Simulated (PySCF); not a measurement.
Molecule: SMILES C=CC#CC, C5H6.

Structure with atom numbers: `[CH2:1]=[CH:2][C:3]#[C:4][CH3:5]`; H(Xn) means a hydrogen on atom n. Ha(C1) is cis to C3; Hb(C1) is trans to C3.

Geometry PBE0-D3(BJ)/def2-SVP throughout; GIAO in PySCF, gas phase, one conformer, non-relativistic; equivalent atoms averaged; basis pcSseg-2.

(1) How do the absolute shieldings σ depend on the functional? (ppm; last column core-seconds on shared hosts with different chips, so compare them loosely; the GGAs took longer than the global hybrids here, which isn't the general rule, and the cause wasn't traced)

(2) Which nucleus moves most, in ppm?

Results:

(1) 
```
functional                    kind    C1    C2    C4     C3     C5  H(C2)  Ha(C1)  Hb(C1)  H(C5)  core-s
        HF            Hartree–Fock  54.3  62.7  93.8  114.5  187.5  25.74   25.82   26.03  29.71      12
       LDA                     LDA  39.8  46.1  76.2   87.5  176.4  24.55   24.89   25.10  28.71      22
       PBE                     GGA  45.1  51.0  80.9   91.4  173.6  25.06   25.41   25.62  29.08      27
      BLYP                     GGA  42.2  46.9  78.6   88.6  169.3  25.33   25.70   25.93  29.23      30
      BP86                     GGA  45.3  51.2  81.2   91.7  173.1  25.15   25.49   25.69  29.14      27
      OPBE                     GGA  53.6  60.4  88.1   98.7  177.0  25.05   25.40   25.57  29.11      30
       KT2                     GGA  56.4  62.7  92.1  100.8  176.3  25.21   25.57   25.83  29.02      28
       KT3                     GGA  57.0  63.0  92.5  101.4  174.3  25.40   25.77   26.01  29.18      29
     B97-D                     GGA  49.6  55.1  85.2   95.2  172.4  25.36   25.72   25.93  29.26      28
     B3LYP           global hybrid  43.5  49.2  81.8   94.2  174.0  25.36   25.66   25.87  29.31      20
      PBE0           global hybrid  46.9  53.8  84.9   98.4  178.7  25.16   25.42   25.61  29.22      20
  mPW1PW91           global hybrid  46.3  53.2  84.4   98.0  177.8  25.23   25.49   25.67  29.27      20
      WP04           global hybrid  36.8  44.2  78.5   91.0  164.2  25.88   26.10   26.24  29.57      25
     B97-2           global hybrid  49.6  56.3  87.1   99.8  177.4  25.33   25.59   25.79  29.32      25
 BHandHLYP           global hybrid  46.4  53.4  86.4  102.1  179.7  25.47   25.66   25.87  29.43      25
 CAM-B3LYP  range-separated hybrid  43.2  49.2  83.7   98.1  178.7  25.30   25.52   25.72  29.37      34
   wB97X-D  range-separated hybrid  45.8  52.4  85.6  100.2  179.4  25.32   25.51   25.68  29.42      32
   LC-wPBE  range-separated hybrid  44.1  51.4  85.6  102.0  183.9  25.22   25.35   25.49  29.51      41
```

(2) C3 (alkyne carbon): from 87.5 ppm with LDA to 114.5 ppm with HF. The smallest spread is 1.00 ppm, at H(C5). Proton shifts span only some 12 ppm, so a few tenths of a ppm matter as much there as several ppm in carbon.
